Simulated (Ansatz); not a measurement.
Coupled-cluster run, C2H7Si, SMILES `CC[SiH2]` radical.

```yaml
crystal:
  periodic: [false, false, false]
  atoms:
    - {symbol: C, position_ang: [-0.795571, 0.528437, -0.645627]}
    - {symbol: C, position_ang: [-0.153587, -0.745637, -0.096394]}
    - {symbol: Si, position_ang: [1.313798, -0.405261, 1.031265]}
    - {symbol: H, position_ang: [-1.643597, 0.295430, -1.296349]}
    - {symbol: H, position_ang: [-0.082265, 1.114683, -1.229984]}
    - {symbol: H, position_ang: [-1.163455, 1.168885, 0.159630]}
    - {symbol: H, position_ang: [0.186425, -1.386662, -0.915935]}
    - {symbol: H, position_ang: [-0.887505, -1.332508, 0.464953]}
    - {symbol: H, position_ang: [0.908777, 0.394105, 2.224362]}
    - {symbol: H, position_ang: [2.399981, 0.317229, 0.306881]}
basis:
  gaussian: {orbitals: def2-SVP}
magnetization: {spin_polarized: true, initial_magnetization: 1}
correlation: {method: ccsd_t}
scf: {omitted_lower_state_checks: [cluster_reference]}
```

```sh
$ ansatz run in.yaml --threads 2 --pin off --events-out ev --progress --plain
```

The program prints (abridged):

```
Functional definition: HF
823 factors; integrals over basis functions are off by at most 1.1e-3 eV
mean field evaluation 1: about -10026.7002 eV, gradient 1.8e1 eV
mean field evaluation 2: about -10026.7020 eV, gradient 1.8e1 eV
mean field evaluation 4: about -10028.8275 eV, gradient 2.3e0 eV
mean field evaluation 8: about -10028.8789 eV, gradient 1.6e-4 eV
mean field -10028.87878860 eV, -368.5544976629 hartree, gradient 4.8e-6 eV, S^2 0.753466; 0 other end points of the search recorded, 0 dependent functions left out
7 core orbitals not correlated: weight in the atoms' cores, before any rotation towards them, 1.000 or more for the frozen orbitals, at most 0.000 for the correlated occupied ones
reference -10028.87878860 eV, -368.5544976629 hartree; 10, 9 occupied and 64, 65 virtual orbitals, 823 factors
second order -10.30834473 eV of doubles, -0.00000000 eV of singles
cycle   1  -11.27026834 eV  change   -9.6e-1 eV  update   7.2e-2
cycle   2  -11.64009643 eV  change   -3.7e-1 eV  update   2.4e-2
cycle   3  -11.67541761 eV  change   -3.5e-2 eV  update   7.4e-3
cycle   4  -11.67459758 eV  change    8.2e-4 eV  update   2.6e-3
cycle   5  -11.67423790 eV  change    3.6e-4 eV  update   9.9e-4
cycle   6  -11.67405249 eV  change    1.9e-4 eV  update   3.9e-4
cycle   7  -11.67409891 eV  change   -4.6e-5 eV  update   1.4e-4
cycle   8  -11.67411772 eV  change   -1.9e-5 eV  update   4.8e-5
cycle   9  -11.67411662 eV  change    1.1e-6 eV  update   2.0e-5
perturbative correction -0.32019221 eV, -0.0117668467 hartree
Total energy: -10040.87309743 eV, -368.9952803824 hartree
Checks for a lower state left out: cluster_reference
```

Run time 10 s (2 threads of a server CPU on a shared host); peak host memory 0.45 GiB.

MP2 recovers 85.9 % of the CCSD(T) correlation energy and the triples give 2.7 %; T1 = 0.0096.
